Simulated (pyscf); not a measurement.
Four-centre exchange: `[OH][Ti]([OH])([F])[F]` + `[NH3]` → `[OH2]` + `[NH2][Ti]([OH])([F])[F]`

Gas phase, singlet surface, charge 0. Bonds broken: O1–Ti2, N8–H9. Bonds formed: O1–H9, Ti2–N8. Single points on ωB97X-D3(BJ)/def2-SVP structures (PySCF, gas phase).

Transition state (Å):

```xyz
11

O     -0.4182     1.0004     1.6189
Ti    -0.9624    -0.4625     0.2261
O     -1.2916    -1.1485    -1.3669
F     -2.3274    -1.0009     1.1594
F      0.5651    -1.2424     0.5946
H      0.4746     0.9491     1.9806
H     -1.4893    -0.9358    -2.2820
N     -1.0812     1.4704    -0.5626
H     -0.5774     1.6379     0.6701
H     -0.5332     1.6388    -1.4061
H     -2.0299     1.8033    -0.7411
```

One imaginary mode, 965i cm⁻¹; descent along it reached the two sides named, in the forms told below.

```
bond    change  reactant side (Å)  saddle  product side
------  ------  -----------------  ------  ------------
O1–Ti2  breaks              1.812   2.092         2.378
N8–H9   breaks              1.020   1.342           3.3
O1–H9    forms              2.455   1.154         0.969
Ti2–N8   forms              2.290   2.091         1.853
```

Electronic energies relative to the separated reactants (kcal/mol):

```csv
level,barrier,reaction energy,reverse barrier
ωB97X-D3(BJ)/def2-TZVP,13.8,+13.5,0.3
PBE/def2-TZVP,13.0,+14.3,-1.3
r²SCAN/def2-TZVP,12.2,+14.7,-2.5
B3LYP-D3(BJ)/def2-TZVP,14.5,+13.8,0.7
PBE0-D3(BJ)/def2-TZVP,12.8,+13.5,-0.8
M06-2X/def2-TZVP,12.1,+12.8,-0.6
ωB97M-D3(BJ)/def2-TZVP,15.3,+13.8,1.5
HF/def2-TZVP,28.9,+15.0,13.8
```

With ωB97M-D3(BJ)/def2-TZVP energies and thermal terms (ideal gas, 1 atm, RRHO with modes under 100 cm⁻¹ raised to 100, one conformer, R ln 2 for chiral ones without a mode under 150 cm⁻¹), in kcal/mol:

```csv
T (K),ΔH‡,ΔG‡,ΔH,ΔG
298,14.1,26.2,+13.3,+13.3
600,14.2,38.4,+13.6,+13.2
900,14.9,50.4,+13.8,+13.0
1200,15.7,62.1,+13.9,+12.7
```

On the reactant side the descent ends in an adduct with a N–Ti contact (not fully relaxed), 19.7 kcal/mol under the separated species and 33.4 kcal/mol under the saddle at ωB97X-D3(BJ)/def2-TZVP. On the product side the descent ends in an adduct with a O–Ti contact (not fully relaxed), 13.4 kcal/mol under the separated species and 13.6 kcal/mol under the saddle at ωB97X-D3(BJ)/def2-TZVP. At PBE, r²SCAN, PBE0-D3(BJ), M06-2X the saddle lies under the separated products, which points to a path from their complex (located at ωB97X-D3(BJ) alone), and parting the products costs more than the saddle. What is counted as formed (N–Ti) is already present as a longer contact in the reactant adduct; forming that adduct is a step of its own. What is counted as broken (O–Ti) persists as a longer contact in the product adduct; parting that adduct is a step of its own. One saddle was located; it need not be the lowest between these sides.
